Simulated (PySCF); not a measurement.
methane cation (CH4), SMILES C (connectivity only; charge and spin as stated), charge +1, multiplicity 2. Atoms are numbered in the order given.

```xyz
5

C      0.0000     0.0000     0.0000
H     -0.7468    -0.7468    -0.3748
H      0.7468     0.7468    -0.3748
H     -0.7468     0.7468     0.3748
H      0.7468    -0.7468     0.3748
```
Charge +1, spin multiplicity 2.

Geometry optimised at B3LYP-D3(BJ)/def2-TZVPD. The spin state was assumed, not searched.

Two levels are set side by side: PBE/pcH-1 (PySCF) and PBE0/pcH-1 (PySCF). Contact hyperfine couplings, same geometry. Differences are taken from unrounded values.

| quantity | PBE0 |
|---|---|
| A(iso) of 13C, atom C1 (MHz) | -2.2 |
| A(iso) of 1H, atom H2 (MHz) | 223.3 |
| A(iso) of 1H, atom H3 (MHz) | 223.3 |
| A(iso) of 1H, atom H4 (MHz) | 223.3 |
| A(iso) of 1H, atom H5 (MHz) | 223.3 |

Question: What does PBE give, and how far is it from PBE0? (Estimate from the structure and the level; the computed values follow.)

Answer: 
```
quantity                        PBE  PBE minus PBE0
----------------------------  -----  --------------
A(iso) of 13C, atom C1 (MHz)    8.1            10.3
A(iso) of 1H, atom H2 (MHz)   212.7           -10.6
A(iso) of 1H, atom H3 (MHz)   212.7           -10.6
A(iso) of 1H, atom H4 (MHz)   212.7           -10.6
A(iso) of 1H, atom H5 (MHz)   212.7           -10.6
```

Rough cost on one machine, each run with all the roots and properties that it gave: PBE0 against PBE within a factor of 2.
